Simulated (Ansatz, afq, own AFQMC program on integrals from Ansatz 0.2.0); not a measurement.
Two steps: Ansatz 0.2.0 writes the Fock matrix and Cholesky factors of the valence space, and afq projects on them the lowest state that overlaps trial and start.

```yaml
crystal:
  periodic: [false, false, false]
  atoms:
    - {symbol: N, position_ang: [-0.033644, -0.146315, 0.739933]}
    - {symbol: C, position_ang: [0.129991, 0.114817, -0.834606]}
    - {symbol: H, position_ang: [-0.316282, 0.831109, 1.276826]}
    - {symbol: H, position_ang: [-0.765166, -0.166042, -1.613974]}
basis:
  gaussian: {orbitals: cc-pVDZ}
magnetization: {spin_polarized: false, initial_magnetization: 3}
correlation: {method: ccsd_t, electrons: outside_noble_gas, hamiltonian_folder: ham}
```

```sh
$ ansatz run in.yaml --threads 1 --pin off --events-out ev --progress --plain --max-ram 1382MiB
```

Options of the walk:

```
--method phaseless --trial cisd --walkers 60 --populations 1 --least-time 40 --time-step 0.005 --steps-per-block 50 --equilibration-blocks 28 --max-blocks 300 --target-error 0.0004 --factor-cut 1e-05 --start spin_pure --seed 1814 --release-times 0.24,0.51,0.99,1.62,2.4 --release-step 0.03 --release-every 4 --taylor-order 6
```

Times are imaginary, in 1/Eh. The walk had a cap of 1161 s.

```
orbitals 36  electrons 7 4  factors 271 of 361
reference energy -93.27788648 Eh
CCSD correlation -0.26508346 Eh in 16 cycles, weight of the determinant in the CISD state 0.8873
energy of the start -93.542969 Eh
 block  time / (1/Eh)  mean weight  energy / Eh
     1     0.250  0.9993  -93.539430
     2     0.500  1.0012  -93.542018
     3     0.750  1.0001  -93.543872
     4     1.000  1.0020  -93.549040
     5     1.250  0.9987  -93.544130
     9     2.250  0.9961  -93.557746
    33     8.250  0.9981  -93.547112
    65    16.250  0.9994  -93.556863
    97    24.250  1.0012  -93.547868
   105    26.250  1.0003  -93.545519
   129    32.250  1.0027  -93.546377
   161    40.250  0.9992  -93.564278
   193    48.250  0.9999  -93.549251
   225    56.250  0.9984  -93.550937
   257    64.250  1.0005  -93.555268
   289    72.250  1.0000  -93.545791
   321    80.250  0.9986  -93.547611
blocks merged  error / Eh  count
     1  0.000311  300
     2  0.000388  150
     4  0.000466  75
     8  0.000522  37
    16  0.000498  18
    32  0.000471  9
released: time / (1/Eh)  energy / Eh  error  mean overlap
  0.24  -93.551176  0.000474  1.0022
  0.51  -93.551437  0.000467  1.0087
  0.99  -93.551506  0.000457  0.9989
  1.62  -93.552923  0.000630  0.9732
  2.40  -93.550939  0.000568  1.0008
energy -93.551377 +/- 0.000522 Eh
(rows thinned)
```

Task: Estimate how long the walk took on 1 thread of Arm Neoverse V2, on a shared host.

Result: 5.8 min of wall time.

The run passed its tests (sampling time, drift between the halves within three errors, error under three times the target), which doesn't prove that it has relaxed.

Against this walk (error 14.2 meV) on the same determinant: CCSD(T) 35.3 meV higher, CCSDT(Q) 9.0 meV lower (within the noise). The error is statistical and leaves out the bias of the constraint. The released energies move by 1.5 errors or more from one time to the next (meV from the phaseless value at times in 1/Eh: 5 ± 13 at 0.24, -2 ± 13 at 0.51, -4 ± 12 at 0.99, -42 ± 17 at 1.62, 12 ± 15 at 2.40), so they give no level.

Cautions: constraint bias not in the error; error above the target (14.2 against 10.9 meV); lower spins were not checked.

CCSDT and higher add their correlation energy to the determinant of the CCSD(T) run, since their own runs factorise the integrals more tightly (a shift of under 2 meV).
